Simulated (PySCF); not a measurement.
**Simulated characterisation data**

- coordinates at the PBE0-D3(BJ)/def2-SVP level
- spin–spin couplings from B3LYP/pcJ-1 (spin–dipole term left out of most H,H and C,H couplings)
- GIAO PBE0/pcSseg-1 shieldings
- program: PySCF
- non-relativistic, equivalent nuclei averaged, no solvent model, one computed conformer

References, each an isolated molecule treated in the same way: ¹H and ¹³C against TMS. Multiplet labels drop J under 1 Hz and among equivalent protons, and merge close values. Unscaled 3J(H,H) run several per cent high. Where no couplings were computed, multiplicities follow the n + 1 count of equivalent neighbours, and m marks all less simple cases (inequivalent or close neighbours, rings, F or P nearby). Shifts are as computed. Against solution values, carbons near 30 ppm lie about +2 ppm off and those near 130 ppm about +5 ppm. Of 1309 compounds with measured shifts, 239 miss one by over three times the rms of a fit or turn the order of signals round; such compounds aren't used in these exercises.

Compound 1 (C6H11ClOSi). ¹H NMR (600 MHz, computed): δ 6.09 (m, 1H), 5.33 (m, 1H), 5.27 (m, 1H), 5.20 (m, 1H), 4.21 (m, 1H), 3.73 (m, 1H), 3.63 (m, 1H), 0.93 (m, 1H), 0.81 (m, 1H), 0.67 (m, 1H), 0.58 (m, 1H). ¹³C{¹H} NMR (computed): δ 151.6, 120.3, 79.7, 65.8, 25.1, 17.1. Structure: `C=C[C@@H]1C[Si@@H](Cl)CCO1`.

Compound 2 (C4H4N2). ¹H NMR (600 MHz, computed): δ 8.63 (s, 4H). ¹³C{¹H} NMR (computed): δ 151.0. Structure: Pyrazine (c1cnccn1).
